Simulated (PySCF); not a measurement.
## Structure elucidation problem

The spectra below were simulated for a compound C2H2F2.

$^{1}$H NMR (400 MHz, computed): δ 6.41 (m, 2H).

$^{13}$C{$^{1}$H} NMR (computed): δ 145.9 (CH, m).

PySCF 2.14.0 with density-fitted response routines calculation with geometry: PBE0-D3(BJ)/def2-TZVP, shielding tensors at B97-2/pcSseg-2 (GIAO) and couplings computed with B3LYP/pcJ-2; one conformer, averaged over atoms made equivalent by symmetry, fast rotation or ring inversion, isolated molecule, non-relativistic Hamiltonian.

References, each an isolated molecule treated in the same way: TMS for $^{1}$H and $^{13}$C.

Deduce the structure.

## Answers


The formula gives 1 degree of unsaturation (no ring in the answer). 1 carbon signal for 2 carbons: some carbons are equivalent by symmetry or fast rotation. Carbon types of the structure: 2 × CH, which accounts for all hydrogens. δC 145.9: alkene CH; as expected for a trigonal carbon in a double bond. δH 6.41: hydrogen on an alkene CH; a vinylic proton, deshielded by the sp2 carbon and the C=C anisotropy.

These data were computed for `F/C=C\F`.

Common functionals overestimate the size of one-bond C–F couplings by tens of Hz; these are unscaled. Multiplet labels drop couplings under 1 Hz and merge nearly equal ones. Couplings among chemically equivalent protons are left out too, so labels in AA′BB′ or AA′XX′ sets are apparent multiplicities. Shifts are as computed. Against solution values, carbons near 30 ppm lie about +3 ppm off and those near 130 ppm about +7 ppm. Of 1211 compounds with measured shifts, 218 miss one by over three times the rms of a fit or turn the order of signals round; such compounds aren't used in these exercises.
